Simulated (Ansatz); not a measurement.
CH$_{4}$OS (`OCS`) from Hartree–Fock to CCSD(T)

```xyz
7

O     0.586   -0.949   -0.548
C    -0.279   -0.133    0.199
S    -0.561    1.425   -0.644
H     0.745   -1.755   -0.047
H    -1.278   -0.574    0.301
H     0.115    0.066    1.201
H     0.673    1.920   -0.461
```

Total charge 0; spin multiplicity 1. All single points use the PBE0-D4/def2-TZVP geometry. It is one conformer, not always the lowest. Frozen core, restricted reference, the Gaussian-basis code of Ansatz. CBS rows extrapolate triple and quadruple zeta; past MP2 they add the triple-zeta difference.

| basis | HF (Eh) | MP2 corr. | CCSD corr. | (T) | CCSD(T) total |
| --- | --- | --- | --- | --- | --- |
| def2-SVP | -512.35508 | ? | ? | ? | ? |
| def2-TZVPP | -512.63588 | ? | -0.62711 | -0.02463 | ? |
| def2-QZVPP | -512.65306 | -0.64282 | – | – | – |
| CBS(def2) | -512.65543 | -0.67771 | -0.70911 | as TZ | -513.38917 |

**Question.** Fill in the withheld values. (Estimate.)

**Answer.** Computed: def2-SVP MP2 corr.: -0.46274; def2-SVP CCSD corr.: -0.49845; def2-SVP (T): -0.01245; def2-SVP CCSD(T) total: -512.86598; def2-TZVPP MP2 corr.: -0.59571; def2-TZVPP CCSD(T) total: -513.28762.
